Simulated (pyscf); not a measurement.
Four-centre exchange: HO–SiH: (SMILES O[SiH]) [singlet] + HF (SMILES F) -> HO–Si:–F (SMILES O[Si]F) [singlet] + H₂ (SMILES [H][H])

Gas phase, singlet surface, charge 0. Bonds broken: Si2–H4, F5–H6. Bonds formed: Si2–F5, H4–H6. Single points on ωB97X-D3(BJ)/def2-SVP structures (PySCF, gas phase).

Transition state (Å):

```xyz
6

O     -0.7631    -0.9813     0.9661
Si    -0.9639     0.6561     0.7904
H     -0.8804    -1.6100     0.2457
H     -2.1983     0.6100    -0.4281
F     -0.2057     0.7291    -1.0757
H     -1.3150     0.6676    -1.0529
```

One imaginary mode, 963i cm⁻¹; descent along it reached the two sides named, in the forms told below.

| bond | change | reactant side (Å) | saddle | product side |
|---|---|---|---|---|
| Si2–H4 | breaks | 1.576 | 1.735 | 4.1 |
| F5–H6 | breaks | 0.934 | 1.111 | 2.400 |
| Si2–F5 | forms | 2.468 | 2.016 | 1.653 |
| H4–H6 | forms | 1.822 | 1.083 | 0.761 |

Electronic energies relative to the separated reactants (eV):

```json
[
 {"level": "ωB97X-D3(BJ)/def2-TZVP", "barrier": "0.10", "reaction energy": "-1.96", "reverse barrier": "2.06"},
 {"level": "PBE/def2-TZVP", "barrier": "-0.15", "reaction energy": "-1.95", "reverse barrier": "1.80"},
 {"level": "r²SCAN/def2-TZVP", "barrier": "-0.10", "reaction energy": "-2.05", "reverse barrier": "1.94"},
 {"level": "B3LYP-D3(BJ)/def2-TZVP", "barrier": "0.07", "reaction energy": "-1.99", "reverse barrier": "2.06"},
 {"level": "PBE0-D3(BJ)/def2-TZVP", "barrier": "0.00", "reaction energy": "-1.89", "reverse barrier": "1.89"},
 {"level": "M06-2X/def2-TZVP", "barrier": "0.13", "reaction energy": "-2.04", "reverse barrier": "2.17"},
 {"level": "ωB97M-D3(BJ)/def2-TZVP", "barrier": "0.08", "reaction energy": "-1.99", "reverse barrier": "2.07"},
 {"level": "HF/def2-TZVP", "barrier": "0.83", "reaction energy": "-1.84", "reverse barrier": "2.67"}
]
```

With ωB97M-D3(BJ)/def2-TZVP energies and thermal terms (ideal gas, 1 atm, RRHO with modes under 100 cm⁻¹ raised to 100, one conformer, R ln 2 for chiral ones without a mode under 150 cm⁻¹), in eV:

```json
[
 {"T (K)": "298", "ΔH‡": "0.03", "ΔG‡": "0.43", "ΔH": "-2.07", "ΔG": "-2.02"},
 {"T (K)": "600", "ΔH‡": "0.01", "ΔG‡": "0.85", "ΔH": "-2.05", "ΔG": "-1.97"},
 {"T (K)": "900", "ΔH‡": "0.02", "ΔG‡": "1.28", "ΔH": "-2.03", "ΔG": "-1.93"},
 {"T (K)": "1200", "ΔH‡": "0.04", "ΔG‡": "1.69", "ΔH": "-2.02", "ΔG": "-1.90"}
]
```

On the reactant side the descent ends in a complex, 0.18 eV under the separated species and 0.28 eV under the saddle at ωB97X-D3(BJ)/def2-TZVP. At PBE, r²SCAN the saddle lies under the separated reactants, which points to a path from their complex (located at ωB97X-D3(BJ) alone). One saddle was located; it need not be the lowest between these sides.
